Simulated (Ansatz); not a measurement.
Ansatz (a program for electronic structure) input (HF/def2-TZVP):

Ansatz 0.2 input:
```yaml
crystal:
  periodic: [false, false, false]
  atoms:
    - {symbol: Si, position_ang: [0.00223457, -0.00101284, 0.09492492]}
    - {symbol: H, position_ang: [0.00260731, 1.28256971, -0.65129472]}
    - {symbol: H, position_ang: [-0.03389125, -1.26838990, -0.67765412]}
basis:
  gaussian:
    orbitals: def2-TZVP
hamiltonian:
  xc: {name: HF}
magnetization: {spin_polarized: true, initial_magnetization: 2}
relax: {f_tol: 0.003, max_steps: 100}
```

Output:

```
Functional definition: HF
integrals: 0.00 GiB planned
396 factors; their error is unknown
mean field: 0.07 GiB planned
mean field evaluation 1: about -7890.9023 eV, gradient 6.8e0 eV
mean field evaluation 2: about -7891.5175 eV, gradient 2.7e0 eV
mean field evaluation 4: about -7891.6746 eV, gradient 3.4e-1 eV
mean field evaluation 8: about -7891.8302 eV, gradient 2.1e-1 eV
mean field -7891.83035957 eV, -290.0194164393 hartree, gradient 1.1e-5 eV, S^2 2.006260; 0 other end points of the search recorded, 0 dependent functions left out
the calculation of the forces begins
reference -7891.83035957 eV, -290.0194164393 hartree; 9, 7 occupied and 40, 42 virtual orbitals, 396 factors
relax step   1: F+E_penalty+E_count = -7891.83035957 eV  Δ(F+E_penalty+E_count) = +0.000e0 eV  max|allowed force component| = 2.421e-1 eV/Å  Δτ_max = 0.0000 Å  (36 SCF iters, accepted)
these checks for a lower state are left out or cut short: starts, cluster_reference, orbital_swaps, neighbouring_geometries, increment
integrals: 0.00 GiB planned
396 factors; their error is unknown
mean field: 0.07 GiB planned
mean field evaluation 16: about -7891.6816 eV, gradient 8.0e-4 eV
mean field -7891.83399691 eV, -290.0195501092 hartree, gradient 2.0e-5 eV, S^2 2.006205; 0 other end points of the search recorded, 0 dependent functions left out
the calculation of the forces begins
reference -7891.83399691 eV, -290.0195501092 hartree; 9, 7 occupied and 40, 42 virtual orbitals, 396 factors
relax step   2: F+E_penalty+E_count = -7891.83399691 eV  Δ(F+E_penalty+E_count) = -3.637e-3 eV  max|allowed force component| = 8.925e-2 eV/Å  Δτ_max = 0.0168 Å  (31 SCF iters, accepted)
these checks for a lower state are left out or cut short: starts, cluster_reference, orbital_swaps, neighbouring_geometries, increment
integrals: 0.00 GiB planned
396 factors; their error is unknown
mean field: 0.07 GiB planned
mean field -7891.83426949 eV, -290.0195601263 hartree, gradient 1.9e-5 eV, S^2 2.006249; 0 other end points of the search recorded, 0 dependent functions left out
the calculation of the forces begins
reference -7891.83426949 eV, -290.0195601263 hartree; 9, 7 occupied and 40, 42 virtual orbitals, 396 factors
relax step   3: F+E_penalty+E_count = -7891.83426949 eV  Δ(F+E_penalty+E_count) = -2.726e-4 eV  max|allowed force component| = 1.890e-3 eV/Å  Δτ_max = 0.0042 Å  (32 SCF iters, accepted)
integrals: 0.00 GiB planned
396 factors; their error is unknown
mean field: 0.07 GiB planned
mean field evaluation 32: about -7891.8343 eV, gradient 4.3e-5 eV
mean field -7891.83426949 eV, -290.0195601263 hartree, gradient 1.9e-5 eV, S^2 2.006249; 1 other end points of the search recorded, 0 dependent functions left out
the calculation of the forces begins
reference -7891.83426949 eV, -290.0195601263 hartree; 9, 7 occupied and 40, 42 virtual orbitals, 396 factors
Total energy: -7891.83426949 eV, -290.0195601263 hartree
Atom 0 at     0.002248    -0.001019     0.095475 Å, force     0.000044    -0.000020     0.001890 eV/Å
Atom 1 at     0.002365     1.266063    -0.651741 Å, force    -0.000006     0.001144    -0.000933 eV/Å
Atom 2 at    -0.033662    -1.251877    -0.677759 Å, force    -0.000038    -0.001123    -0.000957 eV/Å
Dipole moment:     0.000643    -0.000292     0.027320 e Å
```

This is an excited triplet: at this geometry the singlet lies 0.46 eV lower at CCSD(T)/CBS(aug-cc-pV(T+d)Z,aug-cc-pV(Q+d)Z).
